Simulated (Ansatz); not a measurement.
C₂H₉N, closed shell: a trajectory.

Input (in.yaml):

```yaml
crystal:
  periodic: [false, false, false]
  atoms:
    - {symbol: H, position_ang: [-0.253822, -0.752693, -2.866080]}
    - {symbol: H, position_ang: [-0.053127, -0.335372, -2.275052]}
    - {symbol: C, position_ang: [1.018872, -0.586097, 0.575897]}
    - {symbol: N, position_ang: [0.308451, 0.549891, 0.035718]}
    - {symbol: C, position_ang: [-1.072514, 0.601614, 0.456689]}
    - {symbol: H, position_ang: [2.069175, -0.543310, 0.281186]}
    - {symbol: H, position_ang: [0.597713, -1.507899, 0.163469]}
    - {symbol: H, position_ang: [0.968705, -0.662671, 1.675278]}
    - {symbol: H, position_ang: [0.780910, 1.407217, 0.288805]}
    - {symbol: H, position_ang: [-1.612595, -0.252653, 0.037482]}
    - {symbol: H, position_ang: [-1.544649, 1.509034, 0.075248]}
    - {symbol: H, position_ang: [-1.207121, 0.572938, 1.551259]}
basis:
  gaussian: {orbitals: def2-SVP}
hamiltonian: {xc: pbe0, dispersion: d4}
md: {n_steps: 40, timestep: 1.0, temperature: 200, ensemble: nve, seed: 77, initial_velocities: maxwell_boltzmann}
```

Launched with

```bash
ansatz run in.yaml --threads 4 --pin off --events-out ev --progress --plain --max-ram 9574MiB
```

Output of Ansatz 0.2.0:

```
Functional definition: PBE0
  name "PBE0"
  cite "Adamo & Barone, J. Chem. Phys. 110, 6158 (1999) doi:10.1063/1.478522"
  cite "Perdew, Burke & Ernzerhof, Phys. Rev. Lett. 77, 3865 (1996) doi:10.1103/PhysRevLett.77.3865"
  parent pbe
  parameter a = 0.25
  parameter kappa = 0.804
  parameter beta = 0.06672455060314922
  exchange = (1 - a)*pbe_x(kappa = kappa, mu = beta*pi^2/3) + a*exact_x
  correlation = pbe_c(beta = beta)
986 factors; integrals over basis functions are off by at most 3.4e-4 eV
mean field evaluation 1: about -3697.1484 eV, gradient 4.7e1 eV
mean field evaluation 2: about -3694.8918 eV, gradient 5.7e1 eV
mean field evaluation 4: about -3702.4890 eV, gradient 2.1e0 eV
mean field evaluation 8: about -3702.4938 eV, gradient 3.4e-2 eV
mean field -3702.49384813 eV, -136.0641392784 hartree, gradient 3.8e-5 eV, S^2 0.000000; 0 other end points of the search recorded, 0 dependent functions left out
the calculation of the forces begins
reference -3702.49387337 eV, -136.0641402058 hartree; 14, 14 occupied and 73, 73 virtual orbitals, 986 factors
md step     0: t =     0.00 fs  T =   200.0 K  F+E_penalty+E_count = -3702.61855104 eV  E_kin = 0.258520 eV  conserved = -3702.36003104 eV  (22 SCF iters)
md step     1: t =     1.00 fs  T =   191.6 K  F+E_penalty+E_count = -3702.60768192 eV  E_kin = 0.247691 eV  conserved = -3702.35999103 eV  (24 SCF iters, 3 dispersion substeps)
md step     2: t =     2.00 fs  T =   168.9 K  F+E_penalty+E_count = -3702.57752066 eV  E_kin = 0.218347 eV  conserved = -3702.35917414 eV  (24 SCF iters, 3 dispersion substeps)
md step     3: t =     3.00 fs  T =   140.5 K  F+E_penalty+E_count = -3702.54010900 eV  E_kin = 0.181631 eV  conserved = -3702.35847805 eV  (23 SCF iters, 3 dispersion substeps)
md step     4: t =     4.00 fs  T =   114.6 K  F+E_penalty+E_count = -3702.50644473 eV  E_kin = 0.148112 eV  conserved = -3702.35833301 eV  (23 SCF iters, 3 dispersion substeps)
md step     5: t =     5.00 fs  T =    94.0 K  F+E_penalty+E_count = -3702.47966540 eV  E_kin = 0.121519 eV  conserved = -3702.35814594 eV  (22 SCF iters, 3 dispersion substeps)
md step     6: t =     6.00 fs  T =    82.2 K  F+E_penalty+E_count = -3702.46356377 eV  E_kin = 0.106203 eV  conserved = -3702.35736061 eV  (22 SCF iters, 3 dispersion substeps)
md step     7: t =     7.00 fs  T =    87.1 K  F+E_penalty+E_count = -3702.46965414 eV  E_kin = 0.112576 eV  conserved = -3702.35707772 eV  (23 SCF iters, 3 dispersion substeps)
md step     8: t =     8.00 fs  T =   110.4 K  F+E_penalty+E_count = -3702.50107747 eV  E_kin = 0.142682 eV  conserved = -3702.35839509 eV  (22 SCF iters, 3 dispersion substeps)
md step     9: t =     9.00 fs  T =   139.0 K  F+E_penalty+E_count = -3702.53911283 eV  E_kin = 0.179654 eV  conserved = -3702.35945914 eV  (23 SCF iters, 3 dispersion substeps)
md step    10: t =    10.00 fs  T =   161.0 K  F+E_penalty+E_count = -3702.56747851 eV  E_kin = 0.208114 eV  conserved = -3702.35936477 eV  (23 SCF iters, 3 dispersion substeps)
md step    11: t =    11.00 fs  T =   175.2 K  F+E_penalty+E_count = -3702.58579973 eV  E_kin = 0.226441 eV  conserved = -3702.35935838 eV  (22 SCF iters, 3 dispersion substeps)
md step    12: t =    12.00 fs  T =   180.6 K  F+E_penalty+E_count = -3702.59331423 eV  E_kin = 0.233383 eV  conserved = -3702.35993155 eV  (24 SCF iters, 3 dispersion substeps)
md step    13: t =    13.00 fs  T =   171.4 K  F+E_penalty+E_count = -3702.58171247 eV  E_kin = 0.221615 eV  conserved = -3702.36009795 eV  (24 SCF iters, 3 dispersion substeps)
md step    14: t =    14.00 fs  T =   147.3 K  F+E_penalty+E_count = -3702.54946612 eV  E_kin = 0.190403 eV  conserved = -3702.35906345 eV  (24 SCF iters, 3 dispersion substeps)
md step    15: t =    15.00 fs  T =   118.9 K  F+E_penalty+E_count = -3702.51183749 eV  E_kin = 0.153659 eV  conserved = -3702.35817859 eV  (23 SCF iters, 3 dispersion substeps)
md step    16: t =    16.00 fs  T =    96.0 K  F+E_penalty+E_count = -3702.48224706 eV  E_kin = 0.124030 eV  conserved = -3702.35821707 eV  (24 SCF iters, 3 dispersion substeps)
md step    17: t =    17.00 fs  T =    80.4 K  F+E_penalty+E_count = -3702.46184941 eV  E_kin = 0.103961 eV  conserved = -3702.35788838 eV  (24 SCF iters, 3 dispersion substeps)
md step    18: t =    18.00 fs  T =    76.0 K  F+E_penalty+E_count = -3702.45560510 eV  E_kin = 0.098264 eV  conserved = -3702.35734117 eV  (23 SCF iters, 3 dispersion substeps)
md step    19: t =    19.00 fs  T =    87.6 K  F+E_penalty+E_count = -3702.47094973 eV  E_kin = 0.113222 eV  conserved = -3702.35772745 eV  (24 SCF iters, 3 dispersion substeps)
md step    20: t =    20.00 fs  T =   110.3 K  F+E_penalty+E_count = -3702.50159578 eV  E_kin = 0.142538 eV  conserved = -3702.35905773 eV  (24 SCF iters, 3 dispersion substeps)
md step    21: t =    21.00 fs  T =   130.1 K  F+E_penalty+E_count = -3702.52797030 eV  E_kin = 0.168188 eV  conserved = -3702.35978271 eV  (24 SCF iters, 3 dispersion substeps)
md step    22: t =    22.00 fs  T =   139.4 K  F+E_penalty+E_count = -3702.53946274 eV  E_kin = 0.180238 eV  conserved = -3702.35922510 eV  (24 SCF iters, 3 dispersion substeps)
md step    23: t =    23.00 fs  T =   142.1 K  F+E_penalty+E_count = -3702.54285518 eV  E_kin = 0.183711 eV  conserved = -3702.35914412 eV  (24 SCF iters, 3 dispersion substeps)
md step    24: t =    24.00 fs  T =   139.0 K  F+E_penalty+E_count = -3702.53937841 eV  E_kin = 0.179631 eV  conserved = -3702.35974772 eV  (24 SCF iters, 3 dispersion substeps)
md step    25: t =    25.00 fs  T =   125.1 K  F+E_penalty+E_count = -3702.52127309 eV  E_kin = 0.161684 eV  conserved = -3702.35958887 eV  (24 SCF iters, 3 dispersion substeps)
md step    26: t =    26.00 fs  T =   102.2 K  F+E_penalty+E_count = -3702.49088077 eV  E_kin = 0.132152 eV  conserved = -3702.35872835 eV  (24 SCF iters, 3 dispersion substeps)
md step    27: t =    27.00 fs  T =    79.6 K  F+E_penalty+E_count = -3702.46089039 eV  E_kin = 0.102844 eV  conserved = -3702.35804607 eV  (24 SCF iters, 3 dispersion substeps)
md step    28: t =    28.00 fs  T =    64.9 K  F+E_penalty+E_count = -3702.44179174 eV  E_kin = 0.083925 eV  conserved = -3702.35786629 eV  (24 SCF iters, 3 dispersion substeps)
md step    29: t =    29.00 fs  T =    61.4 K  F+E_penalty+E_count = -3702.43706502 eV  E_kin = 0.079304 eV  conserved = -3702.35776122 eV  (24 SCF iters, 3 dispersion substeps)
md step    30: t =    30.00 fs  T =    70.0 K  F+E_penalty+E_count = -3702.44834369 eV  E_kin = 0.090423 eV  conserved = -3702.35792115 eV  (24 SCF iters, 3 dispersion substeps)
md step    31: t =    31.00 fs  T =    87.6 K  F+E_penalty+E_count = -3702.47217909 eV  E_kin = 0.113258 eV  conserved = -3702.35892156 eV  (23 SCF iters, 3 dispersion substeps)
md step    32: t =    32.00 fs  T =   104.3 K  F+E_penalty+E_count = -3702.49419037 eV  E_kin = 0.134766 eV  conserved = -3702.35942486 eV  (23 SCF iters, 3 dispersion substeps)
md step    33: t =    33.00 fs  T =   114.4 K  F+E_penalty+E_count = -3702.50677982 eV  E_kin = 0.147871 eV  conserved = -3702.35890904 eV  (24 SCF iters, 3 dispersion substeps)
md step    34: t =    34.00 fs  T =   121.7 K  F+E_penalty+E_count = -3702.51614213 eV  E_kin = 0.157246 eV  conserved = -3702.35889627 eV  (23 SCF iters, 3 dispersion substeps)
md step    35: t =    35.00 fs  T =   125.3 K  F+E_penalty+E_count = -3702.52185269 eV  E_kin = 0.161968 eV  conserved = -3702.35988511 eV  (23 SCF iters, 3 dispersion substeps)
md step    36: t =    36.00 fs  T =   115.8 K  F+E_penalty+E_count = -3702.51002051 eV  E_kin = 0.149711 eV  conserved = -3702.36030972 eV  (23 SCF iters, 3 dispersion substeps)
md step    37: t =    37.00 fs  T =    90.3 K  F+E_penalty+E_count = -3702.47562402 eV  E_kin = 0.116720 eV  conserved = -3702.35890401 eV  (23 SCF iters, 3 dispersion substeps)
md step    38: t =    38.00 fs  T =    63.4 K  F+E_penalty+E_count = -3702.43933367 eV  E_kin = 0.081965 eV  conserved = -3702.35736885 eV  (23 SCF iters, 3 dispersion substeps)
md step    39: t =    39.00 fs  T =    50.9 K  F+E_penalty+E_count = -3702.42336959 eV  E_kin = 0.065749 eV  conserved = -3702.35762096 eV  (24 SCF iters, 3 dispersion substeps)
md step    40: t =    40.00 fs  T =    52.0 K  F+E_penalty+E_count = -3702.42553484 eV  E_kin = 0.067279 eV  conserved = -3702.35825631 eV  (24 SCF iters, 3 dispersion substeps)
Total energy: -3702.42556018 eV, -136.0616297424 hartree
Atom 0 at    -0.319609    -0.209593    -2.746356 Å, force     0.036759     0.042043    -0.033388 eV/Å
Atom 1 at    -0.042022     0.064776    -2.078723 Å, force    -0.063288    -0.099476    -0.106209 eV/Å
Atom 2 at     1.074508    -0.578612     0.618188 Å, force    -0.724544    -0.668109     0.752974 eV/Å
Atom 3 at     0.288043     0.491375     0.019040 Å, force     0.479540    -0.553982     0.302770 eV/Å
Atom 4 at    -1.108148     0.585238     0.403228 Å, force     0.921606     0.536405     0.642668 eV/Å
Atom 5 at     1.949326    -0.850755    -0.020364 Å, force    -0.367437     0.147607     0.452117 eV/Å
Atom 6 at     0.448559    -1.493882     0.797820 Å, force     0.189971     0.387288    -0.874396 eV/Å
Atom 7 at     1.377026    -0.433899     1.695776 Å, force     0.315301     0.522576    -0.604895 eV/Å
Atom 8 at     0.798695     1.363655     0.133006 Å, force    -0.296085     0.087305    -0.037323 eV/Å
Atom 9 at    -1.664252    -0.259904    -0.021899 Å, force    -0.184415     0.000283    -0.003454 eV/Å
Atom 10 at    -1.494630     1.542213     0.025448 Å, force    -0.235612    -0.143203    -0.242124 eV/Å
Atom 11 at    -1.262653     0.631054     1.511732 Å, force    -0.071795    -0.258738    -0.248741 eV/Å
Dipole moment:     0.041602     0.110480     0.320835 e Å

[the SCF lines of later steps are left out]
```

Hardware: 4 CPU threads of an Arm Neoverse V2, shared host. Wall time about 29 s.
